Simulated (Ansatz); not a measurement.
Working through a comparison of dispersion corrections of C4H7Cl, SMILES C[C@@H]1C[C@H]1Cl

Computed with Ansatz 0.2.0, Python API.

Notebook, run cell by cell (the value of a cell's last expression is shown):

```python
import ansatz as az

c4h7cl = (
    az.Crystal.molecule()
    .atom("C", (1.3973, 0.5284, 0.1712))
    .atom("C", (0.1571, -0.257, 0.4243))
    .atom("C", (-0.6294, -0.8288, -0.7263))
    .atom("C", (-1.1842, 0.3191, 0.0681))
    .atom("Cl", (-2.5382, 0.0443, 1.1306))
    .atom("H", (1.5936, 1.2024, 1.0108))
    .atom("H", (1.3252, 1.1316, -0.7399))
    .atom("H", (2.254, -0.1445, 0.0667))
    .atom("H", (0.2376, -0.8546, 1.3254))
    .atom("H", (-0.2976, -0.6259, -1.7376))
    .atom("H", (-1.073, -1.8096, -0.5972))
    .atom("H", (-1.2424, 1.2946, -0.3963))
)
```

```python
calculation = c4h7cl.calculation().basis(gaussian="def2-SVP")
for name in ["b3lyp", "r2scan"]:
    for correction in ("d3bj", "d4"):
        report = calculation.functional(name, dispersion=correction).run(threads=1).report
        print(f"{name:8s} {correction:5s} total {report['free_energy_ev']:.5f} eV, of which dispersion {1000 * report['dispersion']['energy']['ev']:.2f} meV")
```

    b3lyp    d3bj  total -16777.95344 eV, of which dispersion -438.56 meV
    b3lyp    d4    total -16777.90165 eV, of which dispersion -386.77 meV
    DeckWarning: the engine holds no damping parameters fitted to this dispersion correction and functional, so the run takes those fitted to r2scan beside the three-body term, which d3bj leaves out (hamiltonian.dispersion, under Limitations)
    r2scan   d3bj  total -16773.69686 eV, of which dispersion -71.89 meV
    r2scan   d4    total -16773.68586 eV, of which dispersion -60.89 meV

These settings explore the input space; basis and method may be short of convergence. Warnings are shown shortened and without file and line. The geometry is a force-field or estimated start, not a minimum of this method, and the basis set is short of its limit. D4 holds the three-body term, and d3bj doesn't. b3lyp holds the VWN-RPA fit, as in Gaussian; the form of ORCA and Turbomole is b3lyp5. A dispersion term here runs with damping parameters fitted for another variant or functional. Timing: 21 s on 1 thread of Arm Neoverse V1 (shared host), peak memory 0.26 GiB.
